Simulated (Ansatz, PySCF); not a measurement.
H₄N₂, SMILES NN.

The structure is a stationary point at B3LYP-D3(BJ)/def2-TZVP.

Vertical ionisation energy (IE) and electron affinity (EA) in eV. Rows of orbital energies are one-electron estimates. Where ΔSCF, EOM or ADC give a negative EA the extra electron is unbound and the value depends on the basis.

| level | IE | EA |
|---|---|---|
| −ε(HOMO), −ε(LUMO), CAM-B3LYP/def2-TZVPD (PySCF) | 8.77 | -0.93 |
| −ε(HOMO), −ε(LUMO), PBE0/def2-TZVPD (PySCF) | 7.24 | -0.35 |
| −ε(HOMO), −ε(LUMO), PBE/def2-TZVPD (PySCF) | 5.71 | 0.35 |
| ADC(2)/aug-cc-pVDZ (PySCF) | 9.12 | -0.75 |
| ΔSCF, ωB97X-V/def2-TZVPD (Ansatz), final states of multiplicity 2 and 2 | 10.08 | -1.86 |
| ΔSCF, PBE/def2-TZVPD (Ansatz), final states of multiplicity 2 and 2 | 9.79 | -1.41 |

What vertical singlet–triplet gap does ΔSCF give with ωB97X-V/def2-TZVPD (Ansatz, a program for electronic structure) and with PBE/def2-TZVPD (Ansatz)? (The exact figures need the calculation; the answer reports its results.)

6.38 and 5.69 eV (triplet above singlet where positive).

Computed lowest 1s main lines (those of the lightest heavy element) from CVS-ADC(2)-x/aug-cc-pVDZ (PySCF, non-relativistic), with pole strengths:
406.9 eV (1.53), 406.9 eV (1.53).

Beyond the first one, list the lowest photoelectron lines from PySCF with ADC(2)/aug-cc-pVDZ with their pole strengths (two spins summed). (The exact figures need the calculation; the answer reports its results.)

9.29 eV (1.78), 14.96 eV (1.77), 16.28 eV (1.78), 16.53 eV (1.77).
